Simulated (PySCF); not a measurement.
Cost of one run: core-ionisation job, `BC#C` (C2H3B).

Method: delta-SCF UKS B3LYP, pcX-2 on the ionised atom, pcseg-1 elsewhere, spin-free X2C (PySCF 2.14.0). Geometry: PBE0-D3(BJ)/def2-SVP. Work: ΔSCF core ionisation, 3 holes, density fitting. A driver script takes a list of jobs; this job's settings line and coordinates (Å) are shown.

Command:
```bash
OMP_NUM_THREADS=1 python probes_run.py task.json out
```

Input:
```
{"job": {"kind": "xps", "xc": "B3LYP"}, "charge": 0, "multiplicity": 1}
B     -0.991660    -0.203232    -0.192359
C      0.445506     0.150931     0.097846
C      1.608916     0.440931     0.328829
H     -1.626959     0.451033    -0.982898
H     -1.505250    -1.141912     0.365511
H      2.634210     0.693293     0.534876
```

Hardware: an Arm Neoverse V2 with one thread, shared host with 32 logical CPUs at a one-minute load of 22. PySCF's memory limit was set to 1760 MB.

**Question.** How large is the largest of the mixed bases?

**Answer.** 88 functions.

**Question.** Estimate the wall time.

**Answer.** About 4.1 s. The run took 48 SCF cycles in all, 1.4 s a hole on average.

**Question.** How much memory does it need at the peak?

**Answer.** About 0.33 GiB. Peak memory is the resident size of the whole Python process, interpreter and libraries included.

Times come from a shared host and carry two figures at best.
